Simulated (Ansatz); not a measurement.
Rock-salt LiBr, treated with G0W0@HSE06 (hard PAW, contour deformation; Ansatz, a program for electronic structure).

The same calculation (at the measured cell, 20.808 Å³/atom) with different numerical settings; throughout: k mesh 2×2×2:

```csv
run,response cutoff (eV),empty bands,quasiparticle gap on the mesh (eV),quasiparticle gap at Γ (eV),rough time
1,100,174,7.336,7.336,30 core-s
2,150,319,7.456,7.456,60 core-s
3,200,491,7.494,7.494,100 core-s
4,250,686,7.519,7.519,4 core-min
5,300,902,7.529,7.529,5 core-min
6,400,1389,…,…,20 core-min
```

### Question
Some entries are withheld; supply them.

### Answer

- 6, quasiparticle gap on the mesh (eV): 7.539
- 6, quasiparticle gap at Γ (eV): 7.539

In the column quasiparticle gap on the mesh (eV) the first row differs from the last by -0.203 and the next to last by -0.010.

The last row is no converged limit: other settings stay fixed.

Spin–orbit coupling is not included.

Note: GW on a hybrid start was not checked against another program.
